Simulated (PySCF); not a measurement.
## GeF⁺, singlet: the ladder up to RCCSDT(Q)

Geometry: a PBE0/def2-TZVP stationary point for this spin.

```xyz
2

Ge    0.0000    0.0000    0.0000
F     0.0000    0.0000    1.6763
```

Basis 6-31G (Cartesian d functions); PySCF 2.14.0. Only valence electrons are correlated (noble-gas cores and the filled d shells of p-block atoms frozen), which leaves 10 electrons in 23 orbitals. R marks a restricted (for open shells ROHF) determinant. No spin–orbit coupling is included, and no scalar relativity.

Full CI isn't at hand for all of this; RCCSDT(Q) serves as the reference, and is uncertain by the last step of the cluster series or more.

```
T1 diagnostic (ROHF- or RHF-based CCSD)             : 0.0254
largest doubles amplitude (ROHF- or RHF-based CCSD) : 0.081
```

```json
{"level": "RMP2", "E − E(RHF) (eV)": "-4.5289"}
{"level": "RCCSD", "E − E(RHF) (eV)": "-4.6813"}
{"level": "RCCSD(T)", "E − E(RHF) (eV)": "-4.7952"}
```

Estimate how far RCCSDT(Q) in 6-31G lies from RCCSD(T). The table doesn't fix it; the size of (T) and the diagnostics are the guide.

RCCSDT(Q) in 6-31G lies 26 meV below RCCSD(T), which is 23 % of the (T) step (-114 meV). T1 is raised, but (T) still catches most of what CCSD lacks.

The other levels:

```csv
level,E − E(RCCSDT(Q)) (meV),share of correlation (%),wall time
RCCSDT,21,99.57,–
```

The correlation energy at RCCSDT(Q), counted from RHF, is -4.822 eV. That run took 7.7 s on 1 thread of Arm Neoverse V1, shared host.

Times are those of the correlated step on a shared host, with one SCF added for the restricted CCSD run; they ran on 1 thread of Arm Neoverse V1.
